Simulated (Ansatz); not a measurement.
Basis-set extrapolation for C₂H₈N+, SMILES `C[NH2+]C` (PBE0-D4/def2-TZVP geometry, frozen core, Ansatz). Multiplicity 1, RHF reference.

```json
{"": "HF", "def2-TZVPP": "-134.673031", "def2-QZVPP": "-134.679704"}
{"": "MP2 correlation", "def2-TZVPP": "-0.567046", "def2-QZVPP": "-0.603461"}
{"": "CCSD(T) correlation", "def2-TZVPP": "-0.626915", "def2-QZVPP": "not run"}
```

Energies in hartree. Use E(X) = E(∞) + A·exp(−7.88·√X) for Hartree–Fock and E(X) = E(∞) + B·X^(−2.97) for correlation, with X = 3 and 4, and add CCSD(T) minus MP2 of the smaller set to the MP2 limit.

Question: What is the CCSD(T) energy at the basis-set limit?

Answer: HF limit: -134.679704 + (-0.006673) × 0.13774 = -134.68062. MP2 limit: -0.603461 + (-0.036415) × 0.74074 = -0.63044. Higher-order term: -0.626915 − (-0.567046) = -0.05987. Total: -135.37093 hartree, 1.93 eV below CCSD(T)/def2-TZVPP.
